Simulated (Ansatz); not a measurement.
Geometry optimisation, RKS LDA/def2-SVP (Ansatz).

Input:

```yaml
crystal:
  periodic: [false, false, false]
  atoms:
    - { symbol: Al, position_ang: [-0.00607, 0.190749, 0.157092] }
    - { symbol: C, position_ang: [-0.031459, 0.137611, 2.123223] }
    - { symbol: H, position_ang: [-1.030223, -0.056892, 2.575086] }
    - { symbol: H, position_ang: [0.731351, -0.549792, 2.560097] }
    - { symbol: H, position_ang: [0.277534, 1.150266, 2.475876] }
    - { symbol: H, position_ang: [1.400719, 0.192245, -0.608118] }
    - { symbol: H, position_ang: [-1.372469, 0.480707, -0.627354] }
    - { symbol: F, position_ang: [-0.223709, -2.582845, 0.874109] }
    - { symbol: H, position_ang: [-0.176073, -2.12175, 1.685189] }
basis:
  gaussian: { orbitals: def2-SVP }
hamiltonian:
  xc: lda
relax:
  f_tol: 0.03
  max_steps: 50
```

Command:

```bash
$ ansatz run input.yaml --threads 1 --pin off --max-ram 2048MiB --backend cpu --events-out ev --progress --plain --runs-dir out
```

Problem. Where does it end, and by what steps?

Solution. It converged. After 18 steps the energy has fallen by 1.976 eV; F8 moved furthest, 1.03 Å. Parted: F8–H9 (0.93 → 2.13 Å). Joined: Al1–F8 (2.87 → 1.68 Å), C2–H9 (2.31 → 1.12 Å).

| step | energy less start (eV) | largest force component (eV/Å) | accepted |
| --- | --- | --- | --- |
| 0 | 0.0000 | 0.533 | yes |
| 1 | -0.1619 | 0.545 | yes |
| 2 | -0.3305 | 1.124 | yes |
| 3 | -0.4834 | 0.551 | yes |
| 4 | -0.4832 | 0.837 | no |
| 5 | -0.5374 | 0.188 | yes |
| 6 | -0.5643 | 0.193 | yes |
| 7 | -0.5924 | 1.217 | yes |
| 8 | -0.7030 | 1.089 | yes |
| 9 | -1.0683 | 1.503 | yes |
| 10 | -1.5939 | 1.675 | yes |
| 11 | -1.7480 | 3.033 | yes |
| 12 | -1.9097 | 0.932 | yes |
| 13 | -1.9493 | 0.422 | yes |
| 14 | -1.8418 | 1.321 | no |
| 15 | -1.9704 | 0.543 | yes |
| 16 | -1.9648 | 0.258 | no |
| 17 | -1.9759 | 0.062 | yes |
| 18 | -1.9763 | 0.012 | yes |

```xyz
9
Properties=species:S:1:pos:R:3
Al -0.040 -0.438 -0.115
C -0.065 -0.218 2.393
H -1.068 0.142 2.689
H 0.579 -0.379 3.280
H 0.455 0.564 1.789
H 1.381 0.222 -0.415
H -1.456 0.278 -0.265
F -0.064 -2.118 -0.032
H -0.152 -1.212 1.890
```

Whether the end is a true minimum wasn't checked by a vibrational analysis.

The run took 22 s on 1 thread of Arm Neoverse V2 (shared host), peak memory 0.13 GiB.
